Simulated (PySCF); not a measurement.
B3LYP has the VWN-RPA correlation part, as in Gaussian. 

```xyz
5

F      1.5267    -0.2434    -0.2578
Si     0.0000     0.0000     0.0000
F     -0.3378     1.5100    -0.2499
F     -0.8431    -0.8922    -0.9745
F     -0.3458    -0.3744     1.4822
```

Charge 0, multiplicity 1.

Question: Give the Mulliken and meta-Löwdin atomic charges from B3LYP-D3(BJ)/def2-TZVP (PySCF).

Answer: 
```json
[
 {"atom": "F1", "Mulliken (e)": "-0.27", "meta-Löwdin (e)": "-0.48"},
 {"atom": "Si2", "Mulliken (e)": "1.08", "meta-Löwdin (e)": "1.90"},
 {"atom": "F3", "Mulliken (e)": "-0.27", "meta-Löwdin (e)": "-0.48"},
 {"atom": "F4", "Mulliken (e)": "-0.27", "meta-Löwdin (e)": "-0.48"},
 {"atom": "F5", "Mulliken (e)": "-0.27", "meta-Löwdin (e)": "-0.48"}
]
```
